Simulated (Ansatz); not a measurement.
# BCl2: the cost of one run

Program: Ansatz 0.2.0 through its Python package. The levels of theory stand in the script. These are calculated values, not measurements.

## (1) The structure

Bond lengths: Cl1–B2 1.572 Å, B2–Cl3 1.572 Å. Angles: Cl1–B2–Cl3 179.8°.

Input file bcl2.xyz:

```xyz
3

Cl   -1.23838    0.76648   -0.59130
B     0.00074    0.00136    0.00055
Cl    1.23764   -0.76784    0.59074
```

## (2) The code

The input, cas_bcl2.py:

```python
"""Active-space calculation on BCl2(+)."""

import ansatz

system = ansatz.Crystal.molecule_from_extxyz("bcl2.xyz")

model = (
    system.calculation()
    .basis(gaussian="cc-pVDZ")
    .charge(1)
    .correlation(active_electrons=4, active_orbitals=4)
)
for method in [None, "sc_nevpt2"]:
    report = (model if method is None else model.correlation(method)).run().report
    space = report["configurations"]
    state = space["states"][0]
    print(method or "casscf", f"total {report['free_energy_ev'] / 27.211386246:.6f} Ha, active-space state {state['energy']['hartree']:.6f} Ha, mean field {report['reference_energy_ev'] / 27.211386246:.6f} Ha")
    print("  determinants", state["n_determinants"], " natural occupations", [round(n, 3) for n in space["natural_occupations"]])
```

## (3) The input behind the calls

The engine receives this input (first run):

```yaml
crystal:
  periodic: [false, false, false]
  atoms:
    - { symbol: Cl, position_ang: [-1.23838, 0.76648, -0.5913] }
    - { symbol: B, position_ang: [0.00074, 0.00136, 0.00055] }
    - { symbol: Cl, position_ang: [1.23764, -0.76784, 0.59074] }
basis:
  gaussian:
    orbitals: cc-pVDZ
total_charge: 1.0
correlation:
  active_space:
    window:
      electrons: 4
      orbitals: 4
```

## (4) The run

Started as:

```
> python cas_bcl2.py
```

**Question.** How long does this script take on 1 thread of Arm Neoverse V2, shared host, and how much memory does it need?

About 6.9 s, with a peak of 0.16 GiB.
